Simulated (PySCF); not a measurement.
C₄H₅NS (charge +1 and doublet state).
Z-matrix (Å and degrees, GFN2-xTB geometry), rows numbered from 1:
```
C 
C   1  1.4496
N   2  1.3386  1  120.50
S   3  1.5764  2  113.65  1   179.89
C   4  1.7717  3   93.95  2     0.01
C   5  1.3459  4  108.54  3     0.01
H   1  1.0861  2  112.92  3   179.93
H   1  1.0982  2  109.95  3    55.72
H   1  1.0983  2  109.90  3   -55.93
H   5  1.0723  4  121.74  3  -179.99
H   6  1.0752  2  123.23  1     0.10
```

As a line formula: `[CH]1SN=C([CH+]1)C` [radical] (charge +1).

Computed, not measured: UKS B3LYP, pcH-1 on C H N S, non-relativistic, mean-field spin-orbit, GIAO in PySCF 2.14.0. Isolated species at its GFN2-xTB geometry, gas phase. Couplings are sensitive to structure, and on GFN2-xTB geometries they can be far from those on DFT ones, by a factor of two or more for some ions and for spin on atoms past the first row. The SCF solution wasn't tested for stability.

Question: Where do the isotropic ENDOR lines of N3, H7/H8/H9, H10 and H11 fall at 346.4 mT, to first order?

Answer: For S = 1/2 in fast tumbling each set of equivalent nuclei gives two lines, ν± = |νn ± a/2| to first order, with νn = g_N μN B/h and μN/h = 7.62259 MHz/T.

| nuclei | isotope | g_N | νn (MHz) | a_iso (MHz) | lower line (MHz) | upper line (MHz) |
| --- | --- | --- | --- | --- | --- | --- |
| N3 | 14N | 0.4038 | 1.07 | 2.80 | 0.33 | 2.47 |
| H7/H8/H9 | 1H | 5.5857 | 14.75 | 75.00 | 22.75 | 52.25 |
| H10 | 1H | 5.5857 | 14.75 | -5.11 | 12.19 | 17.30 |
| H11 | 1H | 5.5857 | 14.75 | -4.05 | 12.72 | 16.78 |

Question: Which pairs are centred on the nuclear Larmor frequency, and which on half the coupling?

Answer: Centred on νn, since |a| < 2νn: H10 and H11. Centred on |a|/2 and split by 2νn: N3 and H7/H8/H9.

Class means assume fast exchange of nuclei equivalent by connectivity; if that motion is slow, each nucleus keeps its own coupling. The three 1H nuclei of mean +75.0 MHz run from -2.3 to 114.0 MHz in the frozen geometry.

The largest Mulliken spin populations are on S4 (+0.48), C2 (+0.33) and N3 (+0.07).

The run took 46 s of wall time (with the writing of density and orbital grids) on one thread of an Arm Neoverse V2, shared host, and the process peaked at 0.74 GiB of memory.

The SMILES draws the unpaired electron on C5; the largest computed Mulliken spin population is on S4 (0.48 against 0.03).
